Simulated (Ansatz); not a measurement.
Worked example: correlation energy of C3H7, doublet

Geometry: MP2(full)/6-31G*, from the G2/97 set.

```yaml
atoms:
  - { symbol: C, position_ang: [0.0083, 0.5239, 0.0000] }
  - { symbol: C, position_ang: [0.0083, -0.2197, 1.2916] }
  - { symbol: C, position_ang: [0.0083, -0.2197, -1.2916] }
  - { symbol: H, position_ang: [-0.3288, 1.5554, 0.0000] }
  - { symbol: H, position_ang: [0.2155, 0.4392, 2.1385] }
  - { symbol: H, position_ang: [0.2155, 0.4392, -2.1385] }
  - { symbol: H, position_ang: [-0.9611, -0.7046, 1.4846] }
  - { symbol: H, position_ang: [0.7613, -1.0153, 1.2862] }
  - { symbol: H, position_ang: [0.7613, -1.0153, -1.2862] }
  - { symbol: H, position_ang: [-0.9611, -0.7046, -1.4846] }
```

Basis 6-31G; Ansatz 0.2.0. Correlated methods freeze the noble-gas cores, which leaves 19 electrons in 38 orbitals. R marks a restricted (for open shells ROHF) determinant, U an unrestricted one.

Full CI isn't at hand for all of this; UCCSDT(Q) serves as the reference, and is uncertain by about the last step of the cluster series.

Runs differ by some tens of microhartree through their thresholds and, for an open shell, their frozen cores, so steps under 0.03 kcal/mol mean nothing.

| level | total energy (hartree) |
| --- | --- |
| UHF | -117.591104 |
| UMP2 | -117.845713 |
| UCCSD | -117.888460 |
| UCCSD(T) | -117.894367 |
| UCCSDT | -117.895026 |
| UCCSDT(Q) | -117.895351 |

Task: What is the correlation energy at UCCSDT(Q), and what share of it do UMP2 and UCCSD recover?

Result: E(corr) = -117.895351 − (-117.591104) = -0.304247 hartree = -8.279 eV. UMP2: -0.254609 / -0.304247 = 83.68 %. UCCSD: -0.297356 / -0.304247 = 97.74 %.

Task: By how many kcal/mol does UCCSD(T) miss UCCSDT(Q) (1 hartree = 627.509 kcal/mol), and which steps make up the rest?

Result: -117.894367 − (-117.895351) = 0.000984 hartree = 0.62 kcal/mol. Steps: UCCSDT − UCCSD(T) = -0.41, UCCSDT(Q) − UCCSDT = -0.20 kcal/mol. That is within 1 kcal/mol of the reference in this basis, which itself misses far more of the correlation at the basis-set limit.
